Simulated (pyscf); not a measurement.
Structures and frequencies: ωB97X-D3(BJ)/def2-SVP in PySCF.

SMILES: [NH2][Al]([NH2])[NH2]
```xyz
10

N      0.7658     0.0643     1.9566
Al    -0.4121    -0.3702     0.6950
N     -1.6695    -1.5840     1.0321
N     -0.3327     0.4091    -0.9033
H      1.6290     0.5723     1.8002
H      0.6757    -0.1572     2.9417
H     -2.4966    -1.7407     0.4674
H     -1.6683    -2.2242     1.8181
H     -0.8102     0.0841    -1.7363
H      0.1981     1.2450    -1.1202
```
Charge 0, spin multiplicity 1.

**Question.** What is the homolytic dissociation enthalpy (298 K, ωB97M-D3(BJ)/def2-TZVP) of the H–N bond of H₂N–Al(NH₂)–NH₂ (SMILES [NH2][Al]([NH2])[NH2]), to •HN–Al(NH₂)–NH₂ + H•?

**Answer.** H–N to •HN–Al(NH₂)–NH₂ + H•: 112.5 kcal/mol. The 7 functionals that were run give +108.5 (r²SCAN) to +113.1 kcal/mol (M06-2X). The radicals are drawn with the spin at the cut bond; how far it spreads was not checked. Other isomers of •HN–Al(NH₂)–NH₂ were not searched in full and may lie lower.
